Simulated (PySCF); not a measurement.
# SN: frontier orbitals

TPSS at R = 1.489 Å; basis S x2c-TZVPPall, N x2c-TZVPPall; spin-free X2C with a Gaussian nucleus; PySCF 2.14. State: ²Π (doublet), unpaired electrons π ↑. Only the outer orbitals are listed, counted within each symmetry.

| spin | orbital | occ. | ε (eV) | on S (%) | main shells (%) |
| --- | --- | --- | --- | --- | --- |
| α | 5σ | 1 | -24.05 | 46 | 46 N s, 36 S s |
| α | 6σ | 1 | -15.37 | 72 | 56 S s, 27 N s, 15 S p |
| α | 2π | 1 | -10.06 | 52 | 51 S p, 47 N p |
| α | 2π | 1 | -9.88 | 56 | 54 S p, 43 N p |
| α | 7σ | 1 | -9.39 | 30 | 48 N p, 28 S p, 22 N s |
| α | 3π | 1 | -4.99 | 55 | 49 S p, 45 N p |
| α | 3π | 0 | -4.51 | 52 | 48 N p, 46 S p |
| β | 5σ | 1 | -23.58 | 50 | 42 N s, 39 S s, 9 S p |
| β | 6σ | 1 | -14.64 | 71 | 53 S s, 28 N s, 17 S p |
| β | 2π | 1 | -9.70 | 60 | 57 S p, 39 N p |
| β | 7σ | 1 | -9.03 | 29 | 47 N p, 27 S p, 24 N s |
| β | 2π | 1 | -8.87 | 62 | 60 S p, 37 N p |
| β | 3π | 0 | -4.20 | 49 | 51 N p, 43 S p |
| β | 3π | 0 | -3.19 | 48 | 52 N p, 41 S p |

Question: Which are the highest filled and the lowest empty level, where do they sit, and how wide is the gap?

Answer: Highest filled α 3π at -4.99 eV (in %: 49 S p, 45 N p); lowest empty α 3π at -4.51 eV (in %: 48 N p, 46 S p); the gap at TPSS is 0.48 eV. Both belong to one degenerate shell, split only by its one-sided filling, so this is no excitation gap.

| Quantity | Value |
| --- | --- |
| bond order (Mayer) | 2.42 |
| ⟨S²⟩ | 0.755 |
| charge on S (Mulliken, basis-dependent) | 0.17 |
| charge on S (Löwdin, basis-dependent) | 0.41 |
| dipole moment (positive dipole means S(−)N(+)) | -1.78 D |

The state was picked by a PBE0 search and need not be the measured ground state.
